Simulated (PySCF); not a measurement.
Species: C5H4.
SMILES with atom numbers: `[CH:1]#[C:2][C:3]#[C:4][CH3:5]` (hydrogens: H6 on C1; H7, H8, H9 on C5)

Geometry (PBE0-D3(BJ)/def2-TZVP, Å), atoms numbered from 1 in this order:
```
atom  x, y, z in Å
C1     2.2614    2.0467    0.9226
C2     1.4037    1.2683    0.5883
C3     0.4337    0.3883    0.2102
C4    -0.4243   -0.3927   -0.1243
C5    -1.4514   -1.3268   -0.5245
H6     3.0183    2.7338    1.2177
H7    -2.4455   -0.9309   -0.3013
H8    -1.3993   -1.5259   -1.5980
H9    -1.3391   -2.2778    0.0025
```

The closed-shell ground state was solved at several levels (PySCF, density fitting, gas phase, non-relativistic). Isolated species at its PBE0-D3(BJ)/def2-TZVP geometry, gas phase.

```
           level  basis functions  HOMO (eV)  LUMO (eV)  gap (eV)  dipole (D)
wB97X-D/pcSseg-2              236      -8.94       1.27     10.21        1.33
   PBE0/pcSseg-2              236      -7.18      -0.48      6.70        1.37
    KT3/pcSseg-2              236      -6.11      -1.36      4.75        1.37
```

**Question.** Estimate the row for B97-2/pcSseg-2, a basis of 236 functions; the other rows only guide the guess.

**Answer.** HOMO -6.93 eV, LUMO -0.52 eV, gap 6.41 eV, dipole 1.36 D.

**Question.** Over all these levels, which gives the widest orbital gap and which the narrowest?

**Answer.** wB97X-D/pcSseg-2 (range-separated hybrid) has the widest, 10.21 eV, and KT3/pcSseg-2 (GGA) the narrowest, 4.75 eV. From the narrowest to the widest the HOMO moves by -2.83 eV and the LUMO by +2.63 eV.

**Question.** In the pcSseg-2 basis, how does the gap go with the fixed share of exact exchange?

**Answer.** KT3 (0 %) 4.75 eV; B97-2 (21 %) 6.41 eV; PBE0 (25 %) 6.70 eV. Each rise in the share widens the gap here.

**Question.** How far do the dipole and the HOMO energy spread over the levels?

**Answer.** The dipole runs from 1.33 to 1.37 D (mean 1.36 D) and the HOMO from -8.94 to -6.11 eV.
